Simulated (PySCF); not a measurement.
**C4H3FS: NMR shifts at several levels of theory**

How much do the NMR shifts of C4H3FS (`Fc1cccs1`) depend on the level of theory, and what does each level cost?

Programs: PySCF 2.14.0, with density-fitted response routines of our own. Each step states its level of theory. These are calculated values for one molecule in the gas phase, unless marked as measured. Atoms are numbered from 0 throughout.

## (1) The molecule as given

9 atoms, charge 0, multiplicity 1; geometry from: MMFF94s.

Bonds of the start (Å): F0–C1 1.34, C1–C2 1.37, C2–C3 1.43, C3–C4 1.38, C4–S5 1.72, S5–C1 1.69, C2–H6 1.08, C3–H7 1.08, C4–H8 1.08.

## (2) Optimising the geometry at PBE0-D3(BJ)/def2-SVP

What the job is given:

```
{"job": {"xc": "PBE0", "basis": "def2-SVP", "d3": "d3bj", "grid": 1, "kind": "geom"}, "charge": 0, "multiplicity": 1}
F      2.535032     0.696346    -0.189836
C      1.210933     0.500595    -0.082160
C      0.637783    -0.745056    -0.094401
C     -0.780816    -0.665038     0.035638
C     -1.215803     0.640459     0.140428
S      0.086233     1.756232     0.081377
H      1.205496    -1.660951    -0.191248
H     -1.447433    -1.518876     0.051560
H     -2.231426     0.996288     0.248640
```

What it wrote:

```text
step   0  E = -651.51242118  max force = 0.027465
step   1  E = -651.51012296  max force = 0.008046
step   2  E = -651.51331652  max force = 0.009029
step   3  E = -651.51324075  max force = 0.012076
step   4  E = -651.51440560  max force = 0.005270
step   5  E = -651.51415740  max force = 0.007389
step   6  E = -651.51462516  max force = 0.000419
step   7  E = -651.51463437  max force = 0.000257
optimisation converged
```

Wall time 28 s (1 thread, shared host).

Step by step: (the energy doesn't fall at every step)

| step | energy from step 0 (eV) | largest force component (eV/Å) |
| --- | --- | --- |
| 0 | 0.0000 | 1.4123 |
| 1 | 0.0625 | 0.4137 |
| 2 | -0.0244 | 0.4643 |
| 3 | -0.0223 | 0.6210 |
| 4 | -0.0540 | 0.2710 |
| 5 | -0.0472 | 0.3800 |
| 6 | -0.0600 | 0.0215 |
| 7 | -0.0602 | 0.0132 |

Distances of close pairs at the start and the end, largest changes first:

```
 bond  before (Å)  after (Å)  change (Å)
C1–S5       1.694      1.729      +0.036
F0–C1       1.343      1.319      -0.024
C3–C4       1.380      1.367      -0.013
C4–S5       1.716      1.725      +0.010
C1–C2       1.371      1.363      -0.008
C2–H6       1.082      1.090      +0.008
C3–H7       1.083      1.091      +0.007
C4–H8       1.082      1.089      +0.007
```

The end geometry stands in the next job.

```csv
at the end point,value
point group (found at 0.08 Å tolerance),Cs
"rotational constants (GHz, main isotopes)","5.344, 3.220, 2.009"
dipole moment (D),1.40
```

## (3) Shielding tensors: KT2/pcSseg-2

What the job is given:

```
{"job": {"kind": "nmr", "xc": "KT2", "basis": "pcSseg-2", "pop": false}, "charge": 0, "multiplicity": 1}
F      1.789757     0.753550    -1.766626
C      0.860229     0.473528    -0.873932
C      0.563555    -0.748374    -0.347351
C     -0.504565    -0.652406     0.593616
C     -0.978130     0.621228     0.743013
S     -0.132523     1.746756    -0.254715
H      1.089535    -1.661527    -0.624076
H     -0.907346    -1.505758     1.140641
H     -1.780508     0.973003     1.389443
```

With the program's defaults for keys left out, this is: GIAO KT2/pcSseg-2 NMR shielding, non-relativistic, gas phase.

What it wrote:

```text
coarse grid: 8920 points
cycle   1  E = -659.4488092359  dE =  9.644e-01  |g| = 6.678e-01  |ddm| = 2.703e+00
cycle   2  E = -659.2204579201  dE =  2.284e-01  |g| = 1.204e+00  |ddm| = 1.327e+00
cycle   3  E = -659.5194535037  dE = -2.990e-01  |g| = 2.239e-01  |ddm| = 1.036e+00
cycle   4  E = -659.5330727367  dE = -1.362e-02  |g| = 7.614e-02  |ddm| = 2.627e-01
cycle   5  E = -659.5341949989  dE = -1.122e-03  |g| = 3.372e-02  |ddm| = 7.793e-02
cycle   6  E = -659.5344329765  dE = -2.380e-04  |g| = 1.014e-02  |ddm| = 3.107e-02
cycle   7  E = -659.5344526519  dE = -1.968e-05  |g| = 5.450e-03  |ddm| = 1.088e-02
cycle   8  E = -659.5344607441  dE = -8.092e-06  |g| = 7.207e-04  |ddm| = 4.550e-03
final grid: 84304 points
cycle   9  E = -659.5589875160  dE = -2.910e-04  |g| = 2.688e-02  |ddm| = 2.547e-01
cycle  10  E = -659.5585626344  dE =  4.249e-04  |g| = 5.295e-02  |ddm| = 4.793e-02
cycle  11  E = -659.5590916023  dE = -5.290e-04  |g| = 6.355e-03  |ddm| = 3.771e-02
cycle  12  E = -659.5591009371  dE = -9.335e-06  |g| = 3.023e-03  |ddm| = 6.989e-03
cycle  13  E = -659.5591030928  dE = -2.156e-06  |g| = 4.936e-04  |ddm| = 2.210e-03
cycle  14  E = -659.5591031314  dE = -3.863e-08  |g| = 2.913e-04  |ddm| = 6.172e-04
cycle  15  E = -659.5591031527  dE = -2.127e-08  |g| = 1.071e-04  |ddm| = 3.033e-04
cycle  16  E = -659.5591031559  dE = -3.209e-09  |g| = 1.952e-05  |ddm| = 1.005e-04
cycle  17  E = -659.5591031560  dE = -9.857e-11  |g| = 5.514e-06  |ddm| = 2.230e-05
converged SCF energy = -659.5591031560

GIAO shielding tensors (ppm)
atom      isotropic    diamagn.    paramagn.     s11        s22        s33       span
  0 F      295.323     464.647    -169.324    208.402    274.110    403.458    195.056
  1 C        8.932     255.831    -246.899    -43.571     27.249     43.118     86.689
  2 C       78.149     257.060    -178.911     18.899     65.500    150.047    131.147
  3 C       60.368     253.887    -193.520    -18.100     49.324    149.878    167.977
  4 C       70.471     260.063    -189.593    -12.458     87.193    136.677    149.135
  5 S      328.463    1059.294    -730.831    216.971    329.097    439.319    222.348
  6 H       24.688      30.334      -5.646     22.352     24.337     27.375      5.023
  7 H       24.427      29.839      -5.412     21.762     24.077     27.443      5.681
  8 H       24.774      29.737      -4.963     21.600     25.289     27.434      5.835
```

Run time: 40 s. Hardware: 1 thread, shared host.

Shifts follow as δ = σ(reference) − σ, with reference shieldings (ppm) from runs at the same level and on the same kind of geometry: ¹H TMS 31.18, ¹³C TMS 182.3, ¹⁹F CFCl3 136.3, ³³S CS2 525. The references are single molecules in the gas phase, so shifts against H2O, NH3, PH3, H3PO4 or CFCl3 are not on the usual liquid scales and can be off by tens of ppm.

```
atoms                                         environment  σ (ppm)  δ (ppm)
   C1                    aromatic carbon bearing fluorine      8.9    173.3
   C3                                         aromatic CH     60.4    121.9
   C4                 aromatic CH next to the ring sulfur     70.5    111.8
   C2                                         aromatic CH     78.1    104.1
   H7                          hydrogen on an aromatic CH    24.43     6.75
   H6                          hydrogen on an aromatic CH    24.69     6.49
   H8  hydrogen on an aromatic CH next to the ring sulfur    24.77     6.40
   F0                                       aryl fluorine    295.3   -159.0
   S5                                aromatic ring sulfur      328      197
```

Ring of atoms C1, C2, C3, C4, S5: NICS(0) -13.4, NICS(1) -8.8, NICS(1)zz -24.0 ppm (means of both faces).

## (4) Shielding tensors: KT3/pcSseg-2

Settings changed since step 3:

```diff
@@ -1,2 +1,2 @@
-{"job": {"kind": "nmr", "xc": "KT2", "basis": "pcSseg-2", "pop": false}, "charge": 0, "multiplicity": 1}
+{"job": {"kind": "nmr", "xc": "KT3", "basis": "pcSseg-2", "pop": false}, "charge": 0, "multiplicity": 1}
 F      1.789757     0.753550    -1.766626
```

Method: GIAO KT3/pcSseg-2 NMR shielding, non-relativistic, gas phase.

What it wrote:

```text
coarse grid: 8920 points
cycle   1  E = -658.8002569037  dE =  9.570e-01  |g| = 6.765e-01  |ddm| = 2.619e+00
cycle   2  E = -658.5622057830  dE =  2.381e-01  |g| = 1.217e+00  |ddm| = 1.493e+00
cycle   3  E = -658.8740480623  dE = -3.118e-01  |g| = 2.293e-01  |ddm| = 1.152e+00
cycle   4  E = -658.8884767448  dE = -1.443e-02  |g| = 7.632e-02  |ddm| = 2.700e-01
cycle   5  E = -658.8895933398  dE = -1.117e-03  |g| = 3.376e-02  |ddm| = 8.075e-02
cycle   6  E = -658.8898337615  dE = -2.404e-04  |g| = 1.077e-02  |ddm| = 3.233e-02
cycle   7  E = -658.8898569388  dE = -2.318e-05  |g| = 5.552e-03  |ddm| = 1.130e-02
cycle   8  E = -658.8898652458  dE = -8.307e-06  |g| = 7.222e-04  |ddm| = 4.554e-03
final grid: 84304 points
cycle   9  E = -658.9099174418  dE = -2.857e-04  |g| = 2.231e-02  |ddm| = 2.050e-01
cycle  10  E = -658.9097040940  dE =  2.133e-04  |g| = 4.193e-02  |ddm| = 3.962e-02
cycle  11  E = -658.9099800544  dE = -2.760e-04  |g| = 4.687e-03  |ddm| = 2.974e-02
cycle  12  E = -658.9099833952  dE = -3.341e-06  |g| = 3.091e-03  |ddm| = 5.694e-03
cycle  13  E = -658.9099858890  dE = -2.494e-06  |g| = 4.471e-04  |ddm| = 2.376e-03
cycle  14  E = -658.9099859329  dE = -4.392e-08  |g| = 1.777e-04  |ddm| = 5.005e-04
cycle  15  E = -658.9099859389  dE = -6.030e-09  |g| = 9.565e-05  |ddm| = 2.233e-04
cycle  16  E = -658.9099859417  dE = -2.808e-09  |g| = 1.868e-05  |ddm| = 9.367e-05
cycle  17  E = -658.9099859418  dE = -8.629e-11  |g| = 2.928e-06  |ddm| = 1.404e-05
converged SCF energy = -658.9099859418

GIAO shielding tensors (ppm)
atom      isotropic    diamagn.    paramagn.     s11        s22        s33       span
  0 F      295.088     466.235    -171.148    208.323    276.972    399.968    191.645
  1 C       10.086     255.849    -245.764    -42.548     27.673     45.131     87.679
  2 C       78.167     258.212    -180.045     19.178     65.972    149.349    130.171
  3 C       60.587     255.213    -194.626    -17.907     50.417    149.251    167.159
  4 C       70.386     260.305    -189.919    -12.373     86.995    136.537    148.910
  5 S      333.388    1059.522    -726.134    222.619    336.837    440.708    218.089
  6 H       24.887      30.675      -5.788     22.542     24.528     27.591      5.049
  7 H       24.604      30.031      -5.427     21.982     24.255     27.574      5.592
  8 H       24.942      30.005      -5.063     21.802     25.521     27.502      5.700
```

It took 39 s on 1 thread, shared host.

This run: δ C1 171.2, C3 120.7, C4 110.9, C2 103.1, H7 6.75, H6 6.47 ppm.

## (5) Shielding tensors: B97-D/pcSseg-2

Settings changed since step 4:

```diff
@@ -1,2 +1,2 @@
-{"job": {"kind": "nmr", "xc": "KT3", "basis": "pcSseg-2", "pop": false}, "charge": 0, "multiplicity": 1}
+{"job": {"kind": "nmr", "xc": "B97-D", "basis": "pcSseg-2", "pop": false}, "charge": 0, "multiplicity": 1}
 F      1.789757     0.753550    -1.766626
```

Level: GIAO B97-D/pcSseg-2 NMR shielding, non-relativistic, gas phase.

What it wrote:

```text
coarse grid: 8920 points
cycle   1  E = -652.1162400284  dE =  9.211e-01  |g| = 6.364e-01  |ddm| = 2.448e+00
cycle   2  E = -651.8747949867  dE =  2.414e-01  |g| = 1.181e+00  |ddm| = 1.321e+00
cycle   3  E = -652.1804302112  dE = -3.056e-01  |g| = 2.464e-01  |ddm| = 1.036e+00
cycle   4  E = -652.1974170746  dE = -1.699e-02  |g| = 6.989e-02  |ddm| = 2.712e-01
cycle   5  E = -652.1981408112  dE = -7.237e-04  |g| = 3.535e-02  |ddm| = 7.433e-02
cycle   6  E = -652.1984100082  dE = -2.692e-04  |g| = 1.245e-02  |ddm| = 3.559e-02
cycle   7  E = -652.1984434060  dE = -3.340e-05  |g| = 5.627e-03  |ddm| = 1.205e-02
cycle   8  E = -652.1984514697  dE = -8.064e-06  |g| = 7.413e-04  |ddm| = 4.332e-03
final grid: 84304 points
cycle   9  E = -652.1969455683  dE = -8.083e-05  |g| = 1.991e-02  |ddm| = 9.319e-02
cycle  10  E = -652.1967176688  dE =  2.279e-04  |g| = 3.966e-02  |ddm| = 3.563e-02
cycle  11  E = -652.1969977569  dE = -2.801e-04  |g| = 5.016e-03  |ddm| = 2.819e-02
cycle  12  E = -652.1970037664  dE = -6.010e-06  |g| = 2.152e-03  |ddm| = 5.019e-03
cycle  13  E = -652.1970047943  dE = -1.028e-06  |g| = 4.064e-04  |ddm| = 1.500e-03
cycle  14  E = -652.1970048292  dE = -3.498e-08  |g| = 1.827e-04  |ddm| = 4.601e-04
cycle  15  E = -652.1970048378  dE = -8.522e-09  |g| = 5.907e-05  |ddm| = 1.826e-04
cycle  16  E = -652.1970048387  dE = -9.845e-10  |g| = 1.169e-05  |ddm| = 5.359e-05
converged SCF energy = -652.1970048387

GIAO shielding tensors (ppm)
atom      isotropic    diamagn.    paramagn.     s11        s22        s33       span
  0 F      295.985     466.190    -170.205    211.608    269.380    406.967    195.359
  1 C        1.347     253.557    -252.210    -55.421     20.247     39.216     94.637
  2 C       71.005     255.837    -184.833      9.008     57.934    146.072    137.065
  3 C       52.909     253.224    -200.316    -28.776     41.082    146.420    175.197
  4 C       62.528     258.120    -195.592    -23.412     77.922    133.075    156.487
  5 S      287.111    1057.998    -770.887    172.347    295.761    393.226    220.879
  6 H       24.914      31.420      -6.506     22.687     24.578     27.477      4.789
  7 H       24.616      30.980      -6.364     22.152     24.359     27.337      5.185
  8 H       24.951      30.157      -5.206     22.025     25.679     27.149      5.124
```

It took 38 s on 1 thread, shared host.

In short: δ C1 177.7, C3 126.1, C4 116.5, C2 108.0, H7 6.78, H6 6.48 ppm.

## (6) Shielding tensors: B3LYP/pcSseg-2

Settings changed since step 5:

```diff
@@ -1,2 +1,2 @@
-{"job": {"kind": "nmr", "xc": "B97-D", "basis": "pcSseg-2", "pop": false}, "charge": 0, "multiplicity": 1}
+{"job": {"kind": "nmr", "xc": "B3LYP", "basis": "pcSseg-2", "pop": false}, "charge": 0, "multiplicity": 1}
 F      1.789757     0.753550    -1.766626
```

Level: GIAO B3LYP/pcSseg-2 NMR shielding, non-relativistic, gas phase.

What it wrote:

```text
coarse grid: 8920 points
cycle   1  E = -652.3110525029  dE =  1.053e+00  |g| = 5.590e-01  |ddm| = 2.390e+00
cycle   2  E = -652.2097928214  dE =  1.013e-01  |g| = 8.710e-01  |ddm| = 8.856e-01
cycle   3  E = -652.3668309490  dE = -1.570e-01  |g| = 1.295e-01  |ddm| = 6.184e-01
cycle   4  E = -652.3709891974  dE = -4.158e-03  |g| = 5.475e-02  |ddm| = 1.532e-01
cycle   5  E = -652.3715494344  dE = -5.602e-04  |g| = 1.572e-02  |ddm| = 4.304e-02
cycle   6  E = -652.3715985799  dE = -4.915e-05  |g| = 5.618e-03  |ddm| = 1.575e-02
cycle   7  E = -652.3716051150  dE = -6.535e-06  |g| = 2.238e-03  |ddm| = 4.782e-03
final grid: 84304 points
cycle   8  E = -652.3774770742  dE = -4.945e-05  |g| = 4.860e-03  |ddm| = 4.006e-02
cycle   9  E = -652.3774653202  dE =  1.175e-05  |g| = 8.306e-03  |ddm| = 8.654e-03
cycle  10  E = -652.3774827323  dE = -1.741e-05  |g| = 1.065e-03  |ddm| = 5.759e-03
cycle  11  E = -652.3774829790  dE = -2.467e-07  |g| = 4.303e-04  |ddm| = 1.168e-03
cycle  12  E = -652.3774830235  dE = -4.450e-08  |g| = 1.114e-04  |ddm| = 4.063e-04
cycle  13  E = -652.3774830259  dE = -2.407e-09  |g| = 4.102e-05  |ddm| = 9.549e-05
cycle  14  E = -652.3774830262  dE = -3.682e-10  |g| = 1.090e-05  |ddm| = 3.733e-05
converged SCF energy = -652.3774830262

GIAO shielding tensors (ppm)
atom      isotropic    diamagn.    paramagn.     s11        s22        s33       span
  0 F      306.819     466.001    -159.182    222.297    284.340    413.820    191.523
  1 C       -6.260     252.787    -259.047    -76.080     15.240     42.060    118.141
  2 C       65.791     254.274    -188.483     -2.988     53.612    146.750    149.737
  3 C       46.895     251.731    -204.836    -42.476     35.449    147.713    190.189
  4 C       55.546     257.018    -201.472    -40.074     71.739    134.973    175.047
  5 S      270.095    1057.072    -786.977    146.597    285.367    378.321    231.724
  6 H       24.820      31.339      -6.519     22.459     24.467     27.536      5.077
  7 H       24.560      31.009      -6.449     21.963     24.276     27.443      5.480
  8 H       24.825      30.286      -5.461     21.929     25.686     26.859      4.930
```

It took 27 s on 1 thread, shared host.

In short: δ C1 185.5, C3 132.3, C4 123.6, C2 113.4, H7 6.83, H6 6.57 ppm.

## (7) Nuclear shieldings: PBE0/pcSseg-2

Settings changed since step 6:

```diff
@@ -1,2 +1,2 @@
-{"job": {"kind": "nmr", "xc": "B3LYP", "basis": "pcSseg-2", "pop": false}, "charge": 0, "multiplicity": 1}
+{"job": {"kind": "nmr", "xc": "PBE0", "basis": "pcSseg-2", "pop": false}, "charge": 0, "multiplicity": 1}
 F      1.789757     0.753550    -1.766626
```

Method: GIAO PBE0/pcSseg-2 NMR shielding, non-relativistic, gas phase.

What it wrote:

```text
coarse grid: 8920 points
cycle   1  E = -651.8849671753  dE =  1.096e+00  |g| = 5.164e-01  |ddm| = 2.401e+00
cycle   2  E = -651.8176988453  dE =  6.727e-02  |g| = 7.519e-01  |ddm| = 7.448e-01
cycle   3  E = -651.9331888650  dE = -1.155e-01  |g| = 1.075e-01  |ddm| = 5.084e-01
cycle   4  E = -651.9360090006  dE = -2.820e-03  |g| = 4.798e-02  |ddm| = 1.275e-01
cycle   5  E = -651.9364547668  dE = -4.458e-04  |g| = 1.211e-02  |ddm| = 3.671e-02
cycle   6  E = -651.9364828995  dE = -2.813e-05  |g| = 4.540e-03  |ddm| = 1.195e-02
cycle   7  E = -651.9364873242  dE = -4.425e-06  |g| = 1.603e-03  |ddm| = 3.704e-03
final grid: 84304 points
cycle   8  E = -651.9406802092  dE = -5.846e-05  |g| = 7.944e-03  |ddm| = 3.648e-02
cycle   9  E = -651.9406644571  dE =  1.575e-05  |g| = 1.111e-02  |ddm| = 1.316e-02
cycle  10  E = -651.9406946608  dE = -3.020e-05  |g| = 1.038e-03  |ddm| = 8.521e-03
cycle  11  E = -651.9406948750  dE = -2.142e-07  |g| = 4.907e-04  |ddm| = 1.137e-03
cycle  12  E = -651.9406949292  dE = -5.420e-08  |g| = 8.718e-05  |ddm| = 3.772e-04
cycle  13  E = -651.9406949304  dE = -1.223e-09  |g| = 4.803e-05  |ddm| = 8.685e-05
cycle  14  E = -651.9406949309  dE = -4.867e-10  |g| = 7.527e-06  |ddm| = 3.052e-05
converged SCF energy = -651.9406949309

GIAO shielding tensors (ppm)
atom      isotropic    diamagn.    paramagn.     s11        s22        s33       span
  0 F      308.250     464.997    -156.746    221.436    284.797    418.518    197.082
  1 C        1.159     253.903    -252.744    -68.446     23.500     48.423    116.868
  2 C       70.613     255.939    -185.326      2.129     58.179    151.533    149.404
  3 C       51.770     253.206    -201.436    -37.116     39.331    153.095    190.212
  4 C       61.209     258.289    -197.080    -33.956     76.620    140.962    174.918
  5 S      297.903    1057.008    -759.105    180.595    306.500    406.613    226.018
  6 H       24.628      31.021      -6.393     22.065     24.285     27.534      5.469
  7 H       24.339      30.710      -6.370     21.591     24.075     27.351      5.760
  8 H       24.603      30.014      -5.411     21.525     25.451     26.834      5.309
```

It took 27 s on 1 thread, shared host.

In short: δ C1 183.0, C3 132.4, C4 122.9, C2 113.5, H7 6.91, H8 6.64 ppm.

## (8) NMR shieldings: mPW1PW91/pcSseg-2

Settings changed since step 7:

```diff
@@ -1,2 +1,2 @@
-{"job": {"kind": "nmr", "xc": "PBE0", "basis": "pcSseg-2", "pop": false}, "charge": 0, "multiplicity": 1}
+{"job": {"kind": "nmr", "xc": "mPW1PW91", "basis": "pcSseg-2", "pop": false}, "charge": 0, "multiplicity": 1}
 F      1.789757     0.753550    -1.766626
```

With the program's defaults for keys left out, this is: GIAO mPW1PW91/pcSseg-2 NMR shielding, non-relativistic, gas phase.

What it wrote:

```text
coarse grid: 8920 points
cycle   1  E = -652.2597107296  dE =  1.096e+00  |g| = 5.254e-01  |ddm| = 2.396e+00
cycle   2  E = -652.1924306109  dE =  6.728e-02  |g| = 7.625e-01  |ddm| = 7.567e-01
cycle   3  E = -652.3094043178  dE = -1.170e-01  |g| = 1.072e-01  |ddm| = 5.103e-01
cycle   4  E = -652.3121977514  dE = -2.793e-03  |g| = 4.804e-02  |ddm| = 1.275e-01
cycle   5  E = -652.3126504374  dE = -4.527e-04  |g| = 1.243e-02  |ddm| = 3.686e-02
cycle   6  E = -652.3126802285  dE = -2.979e-05  |g| = 4.468e-03  |ddm| = 1.202e-02
cycle   7  E = -652.3126844742  dE = -4.246e-06  |g| = 1.600e-03  |ddm| = 3.649e-03
final grid: 84304 points
cycle   8  E = -652.3159129033  dE = -5.301e-05  |g| = 5.836e-03  |ddm| = 4.208e-02
cycle   9  E = -652.3159052136  dE =  7.690e-06  |g| = 7.974e-03  |ddm| = 9.146e-03
cycle  10  E = -652.3159203505  dE = -1.514e-05  |g| = 8.095e-04  |ddm| = 5.809e-03
cycle  11  E = -652.3159204685  dE = -1.180e-07  |g| = 4.392e-04  |ddm| = 9.192e-04
cycle  12  E = -652.3159205144  dE = -4.586e-08  |g| = 8.205e-05  |ddm| = 3.732e-04
cycle  13  E = -652.3159205157  dE = -1.358e-09  |g| = 3.603e-05  |ddm| = 8.231e-05
cycle  14  E = -652.3159205159  dE = -2.301e-10  |g| = 5.588e-06  |ddm| = 2.096e-05
converged SCF energy = -652.3159205159

GIAO shielding tensors (ppm)
atom      isotropic    diamagn.    paramagn.     s11        s22        s33       span
  0 F      308.393     465.187    -156.794    221.787    285.033    418.360    196.573
  1 C        0.208     253.941    -253.733    -69.990     22.613     48.002    117.992
  2 C       69.715     255.717    -186.003      0.932     57.322    150.889    149.958
  3 C       50.928     253.097    -202.169    -38.290     38.630    152.445    190.735
  4 C       60.110     258.297    -198.187    -35.423     75.456    140.298    175.721
  5 S      292.912    1057.209    -764.297    174.541    302.666    401.529    226.988
  6 H       24.693      31.032      -6.339     22.130     24.342     27.606      5.477
  7 H       24.403      30.731      -6.328     21.670     24.136     27.402      5.732
  8 H       24.660      29.993      -5.333     21.602     25.520     26.859      5.257
```

Wall time 28 s (1 thread, shared host).

In short: δ C1 183.3, C3 132.6, C4 123.4, C2 113.8, H7 6.89, H8 6.63 ppm.

## (9) Run by run: NMR shifts

Shifts (ppm) of some atoms, chosen among heavy atoms and hydrogens apart, with basis size and wall time:

```
              run     C1     C3     C4    H7    H8      F0   S5  functions  time
     KT2/pcSseg-2  173.3  121.9  111.8  6.75  6.40  -159.0  197        265  40 s
     KT3/pcSseg-2  171.2  120.7  110.9  6.75  6.41  -148.2  193        265  39 s
   B97-D/pcSseg-2  177.7  126.1  116.5  6.78  6.45  -141.8  216        265  38 s
   B3LYP/pcSseg-2  185.5  132.3  123.6  6.83  6.56  -137.1  222        265  27 s
    PBE0/pcSseg-2  183.0  132.4  122.9  6.91  6.64  -132.4  205        265  27 s
mPW1PW91/pcSseg-2  183.3  132.6  123.4  6.89  6.63  -131.2  206        265  28 s
```

## (10) What came out

```
                               quantity                           value
                            point group                              Cs
   rotational constants (main isotopes)            5.34, 3.22, 2.01 GHz
  ¹³C shifts against TMS (KT2/pcSseg-2)  173.3, 121.9, 111.8, 104.1 ppm
   ¹H shifts against TMS (KT2/pcSseg-2)            6.75, 6.49, 6.40 ppm
¹⁹F shifts against CFCl3 (KT2/pcSseg-2)                      -159.0 ppm
  ³³S shifts against CS2 (KT2/pcSseg-2)                         197 ppm
               range of the shift of S5                  193 to 222 ppm
```

**Reading.** Single values in the summary come from the first run of each kind that ended normally (KT2/pcSseg-2), which need not be the best level. Over 7 steps the energy fell by 0.060 eV; of the close pairs, C1–S5 changed most, 1.694 to 1.729 Å. No frequency check was run at this level, so the end point may be a saddle. At KT2/pcSseg-2: The largest span, 222 ppm, is at S5, where the paramagnetic term is -731 ppm. NICS(1)zz of -24 ppm above the planar ring from C1 marks a diatropic (aromatic) ring current. Across the 6 runs the shift of S5 moves most, between 193 (KT3/pcSseg-2) and 222 ppm (B3LYP/pcSseg-2).
